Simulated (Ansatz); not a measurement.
Born–Oppenheimer molecular dynamics of AlFH$_{3}$N (6 atoms, charge 0, multiplicity 1). It starts at the highest image of a converged band. Of that band: Neighbouring images differ by up to 1.3 eV, so the band resolves the path poorly. A vibrational analysis at the climbing image gives one clearly imaginary mode, 1195i cm⁻¹: a first-order saddle point.

All numbers below come from RKS PBE0-D4/6-31G* in Ansatz 0.2.0.

| Quantity | Value |
| --- | --- |
| ensemble | NVE (velocity Verlet) |
| time step | 0.5 fs |
| steps asked | 200 |
| starting velocities drawn for | 300 K |
| seed | 6048 |

First frame:

```xyz
6
Properties=species:S:1:pos:R:3
Al -0.325 -0.341 0.498
H 1.288 -0.123 1.101
F 1.313 0.433 0.016
N -1.493 -0.056 -0.816
H -2.458 -0.360 -0.832
H -1.268 0.447 -1.667
```

**Question.** How far do the bonds stretch over the last three quarters of this one trajectory? (Pairs bonded in most of those frames.)

**Answer.** 
| bond | mean (Å) | spread (Å) | shortest | longest |
| --- | --- | --- | --- | --- |
| Al1–H2 | 1.806 | 0.202 | 1.41 | 2.12 |
| Al1–F3 | 1.689 | 0.092 | 1.54 | 1.81 |
| Al1–N4 | 1.783 | 0.064 | 1.69 | 1.88 |
| N4–H5 | 1.019 | 0.013 | 0.99 | 1.05 |
| N4–H6 | 1.026 | 0.014 | 1.00 | 1.06 |

Pairs bonded in part of these frames only: Al1–H2 62 %.

Mean temperature of the second half: 3251 K. The conserved energy stayed within 0.68 meV per atom of its start (net change -0.12 meV per atom), so the integration is sound. The kinetic energy rose, since the run started high on the potential surface and went downhill. A run of 0.1 ps of so small a system gives no equilibrium averages. The orbitals stay closed-shell, which can raise the energy where a bond breaks towards radicals; this wasn't checked here.

Time of the run: 4.7 min on 1 thread of Arm Neoverse V1, on a shared host, peak memory 0.1 GiB.
